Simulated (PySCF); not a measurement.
Species: C5H7O (doublet state).
Z-matrix (Å and degrees, GFN2-xTB geometry), rows numbered from 1:
```
O 
C   1  1.4013
C   2  1.5400  1  112.49
C   3  1.4602  2  110.73  1    64.05
C   4  1.2871  3  159.10  2    -3.08
C   5  1.4834  4   69.31  3  -178.26
H   1  0.9652  2  108.37  3   -59.12
H   2  1.0925  1  105.88  3  -119.75
H   2  1.0995  1  110.84  3   122.42
H   3  1.0955  2  109.06  1   -56.48
H   3  1.0945  2  109.26  1  -174.80
H   6  1.0840  4  118.48  5  -106.96
H   6  1.0836  4  118.17  5   107.38
```

The hyperfine couplings belong to this conformer and change with its torsions.

As a line formula: `OCCC1=[C]C1` [radical].

Method: UKS B3LYP, pcH-1 on C H O, non-relativistic, mean-field spin-orbit, GIAO (PySCF). Isolated species at its GFN2-xTB geometry (one conformer only). Couplings are sensitive to structure, and on GFN2-xTB geometries they can be far from those on DFT ones. The SCF solution wasn't tested for stability.

Question: Predict the first-order ENDOR lines of H12/H13, H8/H9 and H10/H11 under fast tumbling at B = 1206.3 mT (Q band).

Answer: ν± = |νn ± a/2|, one line for each electron-spin manifold; νn = |g_N| × 7.62259 MHz/T × B.

| nuclei | isotope | g_N | νn (MHz) | a_iso (MHz) | lower line (MHz) | upper line (MHz) |
| --- | --- | --- | --- | --- | --- | --- |
| H12/H13 | 1H | 5.5857 | 51.36 | -19.20 | 41.76 | 60.96 |
| H8/H9 | 1H | 5.5857 | 51.36 | 1.87 | 50.43 | 52.30 |
| H10/H11 | 1H | 5.5857 | 51.36 | -1.29 | 50.72 | 52.01 |

Question: Which pairs are centred on the nuclear Larmor frequency, and which on half the coupling?

Answer: Centred on νn, since |a| < 2νn: H12/H13, H8/H9 and H10/H11. No pair has |a| > 2νn.

Means are taken over nuclei equivalent by connectivity, which assumes that they swap fast. The 1H value of +1.9 MHz is a mean of couplings from -0.9 to 4.6 MHz in this one geometry, not an average over conformers.

The run took 46 s (grids of density and orbitals included) on one thread, Arm Neoverse V2 (aarch64), no GPU (shared host), and the process peaked at 0.85 GiB of memory.
